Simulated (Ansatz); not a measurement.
Results of PBE0 in Ansatz (PAW) for KSb (P2₁/c, No. 14).

Settings: plane-wave cutoff 500 eV, 4×4×2 k mesh (along the axes of the cell as run), gaussian smearing 0.02 eV, scalar-relativistic PAW data made under PBE.

Cell (relaxed with PBEsol):

```yaml
crystal:
  lattice:
    - [7.14062, 0.00000, 0.00544]
    - [0.00000, 6.94107, 0.00000]
    - [-5.65856, 0.00000, 12.05523]
  atoms:
    - { symbol: K, position: [0.22025, 0.39970, 0.33050] }
    - { symbol: K, position: [0.77975, 0.89970, 0.16950] }
    - { symbol: K, position: [0.77975, 0.60030, 0.66950] }
    - { symbol: K, position: [0.22025, 0.10030, 0.83050] }
    - { symbol: Sb, position: [0.32154, 0.89959, 0.28724] }
    - { symbol: Sb, position: [0.67846, 0.39959, 0.21276] }
    - { symbol: Sb, position: [0.67846, 0.10041, 0.71276] }
    - { symbol: Sb, position: [0.32154, 0.60041, 0.78724] }
    - { symbol: Sb, position: [0.31784, 0.16614, 0.12196] }
    - { symbol: Sb, position: [0.68216, 0.66614, 0.37804] }
    - { symbol: Sb, position: [0.68216, 0.83386, 0.87804] }
    - { symbol: Sb, position: [0.31784, 0.33386, 0.62196] }
    - { symbol: K, position: [0.24153, 0.66675, 0.03363] }
    - { symbol: K, position: [0.75847, 0.16675, 0.46637] }
    - { symbol: K, position: [0.75847, 0.33325, 0.96637] }
    - { symbol: K, position: [0.24153, 0.83325, 0.53363] }
```

Q: What does this level give for the band gap?

A: 
* **band gap**: 1.89 eV (on the SCF k mesh)

Note: cell and atoms aren't relaxed at this level (pressure 0.5 GPa).

Spin–orbit coupling is not included; with these elements it can move the gap by several tenths of an eV or more.

Static lattice: no zero-point or thermal effects.

Ansatz is a program for electronic structure.
